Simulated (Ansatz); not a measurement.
Basis-set extrapolation for C3H6FNO (`CC(O)(F)C=N`) (PBE0-D4/def2-TZVP geometry, frozen core, Ansatz). Multiplicity 1, RHF reference.

```json
{"": "HF", "def2-TZVPP": "-345.980183", "def2-QZVPP": "-345.995546"}
{"": "MP2 correlation", "def2-TZVPP": "-1.186665", "def2-QZVPP": "-1.276833"}
{"": "CCSD(T) correlation", "def2-TZVPP": "-1.265135", "def2-QZVPP": "not run"}
```

Energies in hartree. Use E(X) = E(∞) + A·exp(−7.88·√X) for Hartree–Fock and E(X) = E(∞) + B·X^(−2.97) for correlation, with X = 3 and 4, and add CCSD(T) minus MP2 of the smaller set to the MP2 limit.

Problem. What is the CCSD(T) energy at the basis-set limit?

Solution. HF limit: -345.995546 + (-0.015363) × 0.13774 = -345.99766. MP2 limit: -1.276833 + (-0.090168) × 0.74074 = -1.34362. Higher-order term: -1.265135 − (-1.186665) = -0.07847. Total: -347.41975 hartree, 458.0 kJ/mol below CCSD(T)/def2-TZVPP.
